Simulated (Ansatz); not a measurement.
```xyz
5

F     0.624    1.124   -1.097
C     0.181    0.547    0.028
C    -0.247   -0.693    0.047
S    -0.759   -2.153    0.111
H     0.201    1.174    0.910
```

Total charge 0; spin multiplicity 1.

Task: List the PBE0/def2-TZVPP orbital energies in eV (the Gaussian-basis code of Ansatz). (An estimate is asked.)

Result: Computed: Occupied: -2423.43, -674.75, -280.83, -280.67, -218.75, -162.56, -162.55, -162.36, -34.63, -23.58, -20.90, -16.40, -15.15, -13.54, -13.03, -11.34, -10.29, -9.80, -6.57. Lowest empty: -2.99, 0.20, 1.80, 2.60, 2.82, 3.57, 5.82, 5.83.
